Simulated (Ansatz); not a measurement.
# BSiHF (quartet): one geometry, many settings at a displaced geometry (v2)

An exercise on one series of results from a longer session: the logs are not shown, and one member is left open.

The runs use Ansatz 0.2.0, Gaussian basis; the settings change from run to run.

25 further runs of the same task are left out: 13 that didn't finish, 12 set aside as unsound or not needed.

### What is computed

The geometry is a PBE0/def2-TZVP stationary point (not a proven minimum) with its atoms shifted at random (size 0.100 Å).

4 atoms, charge 0, spin multiplicity 4.

Atoms are counted from 1 here; the program's logs count them from 0.

Bond lengths: B1–Si2 1.846 Å, Si2–F3 1.618 Å, Si2–H4 1.401 Å. Angles: B1–Si2–F3 124.0°, B1–Si2–H4 129.7°, F3–Si2–H4 104.1°.

Set-up of the first run:

The input, in.yaml:

```yaml
crystal:
  periodic: [false, false, false]
  atoms:
    - {symbol: B, position_ang: [0.107167, -0.495914, 1.790315]}
    - {symbol: Si, position_ang: [-0.057707, 0.375075, 0.171556]}
    - {symbol: F, position_ang: [0.018913, -0.364220, -1.265206]}
    - {symbol: H, position_ang: [0.102022, 1.732992, -0.135353]}
basis:
  gaussian: {orbitals: cc-pVDZ}
magnetization: {spin_polarized: false, initial_magnetization: 3}
correlation: {method: bccd_t, electrons: valence}
accuracy: high
output: {forces: true}
```

Command:

```sh
> ansatz run in.yaml --threads 1 --pin off --events-out ev --progress --plain --max-ram 2393MiB
```

Steps of the session up to this table: BCCD(T) on ROHF/cc-pVDZ; MP2 on UHF/cc-pVDZ; CCSD(T) on ROHF/cc-pVDZ.

One of the session's tables, all rows but one given; the rest of the session is left out.

```
                  level         correlated  from UCCSDT(Q) (meV)
BCCD(T) on ROHF/cc-pVDZ            valence                  49.1
     MP2 on UHF/cc-pVDZ            valence                 964.9
CCSD(T) on ROHF/cc-pVDZ  outside noble gas                     ?
CCSD(T) on ROHF/cc-pVDZ            valence                  53.0
CCSD(T) on ROHF/cc-pVDZ                all
```

Estimate the missing values for CCSD(T) on ROHF/cc-pVDZ, outside noble gas.

**Answer.** from UCCSDT(Q) (meV): 53.1.
